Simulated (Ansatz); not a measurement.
# CH8OSi: the cost of one run

Program: Ansatz 0.2.0, Gaussian basis. Level of theory: PBE0-D4, def2-SVP first, then def2-TZVP. These are calculated values, not measurements.

152 further runs of the same task are left out: 152 set aside as unsound or not needed.

### 1 Starting geometry

The guess: 11 atoms, charge 0, spin multiplicity 1.

Atoms are counted from 1 here; the program's logs count them from 0.

Bond lengths: Si1–H3 1.443 Å, Si1–H4 1.471 Å, Si1–O5 1.611 Å, C2–H6 1.356 Å, C2–H8 1.083 Å, C2–H9 1.084 Å, C2–H10 1.095 Å, O5–H11 0.954 Å. Angles: H3–Si1–H4 108.4°, H3–Si1–O5 125.1°, H4–Si1–O5 95.7°, H6–C2–H8 114.2°, H6–C2–H9 131.6°, H6–C2–H10 82.9°, H8–C2–H9 109.0°, H8–C2–H10 107.0°, H9–C2–H10 104.6°, Si1–O5–H11 119.7°.

As a file:

```mol
CH8OSi
  3D, bonds by distance, orders not assigned

 11  8  0  0  0  0  0  0  0  0999 V2000
   -0.1905    0.9173    0.0423 Si  0  0
    0.9018   -0.8998    0.3214 C   0  0
   -0.8631    1.3501    1.2432 H   0  0
    0.9855    1.7753   -0.1669 H   0  0
   -0.7713    1.0743   -1.4520 O   0  0
   -0.4508   -0.8074    0.3014 H   0  0
   -1.7008   -0.6495    0.3126 H   0  0
    1.3430   -0.7549    1.2998 H   0  0
    1.6490   -0.6922   -0.4360 H   0  0
    0.6944   -1.9697    0.2187 H   0  0
   -1.5972    0.6565   -1.6842 H   0  0
  1  3  8  0
  1  4  8  0
  1  5  8  0
  2  6  8  0
  2  8  8  0
  2  9  8  0
  2 10  8  0
  5 11  8  0
M  END
```

Distances that are to change: Si1–H7 2.19 Å, C2–H6 1.36 Å, Si1–C2 2.14 Å, H6–H7 1.26 Å.

### 2 Relaxing the guess with the reacting distances held

File hold/in.yaml:

```yaml
crystal:
  periodic: [false, false, false]
  atoms:
    - {symbol: Si, position_ang: [-0.190500, 0.917300, 0.042300]}
    - {symbol: C, position_ang: [0.901800, -0.899800, 0.321400]}
    - {symbol: H, position_ang: [-0.863100, 1.350100, 1.243200]}
    - {symbol: H, position_ang: [0.985500, 1.775300, -0.166900]}
    - {symbol: O, position_ang: [-0.771300, 1.074300, -1.452000]}
    - {symbol: H, position_ang: [-0.450800, -0.807400, 0.301400]}
    - {symbol: H, position_ang: [-1.700800, -0.649500, 0.312600]}
    - {symbol: H, position_ang: [1.343000, -0.754900, 1.299800]}
    - {symbol: H, position_ang: [1.649000, -0.692200, -0.436000]}
    - {symbol: H, position_ang: [0.694400, -1.969700, 0.218700]}
    - {symbol: H, position_ang: [-1.597200, 0.656500, -1.684200]}
basis:
  gaussian: {orbitals: def2-SVP}
hamiltonian: {xc: pbe0, dispersion: d4}
relax: {f_tol: 0.04, max_steps: 150, escape_saddle: false, constraints: [{distance: [0, 6]}, {distance: [1, 5]}, {distance: [0, 1]}, {distance: [5, 6]}]}
```

Run with:

```bash
$ ansatz run in.yaml --threads 4 --pin off --events-out ev --progress --plain --max-ram 9574MiB
```

**Question.** How long does this run take on 4 threads of Intel Xeon at 2.50GHz, shared host?

About 25 s.
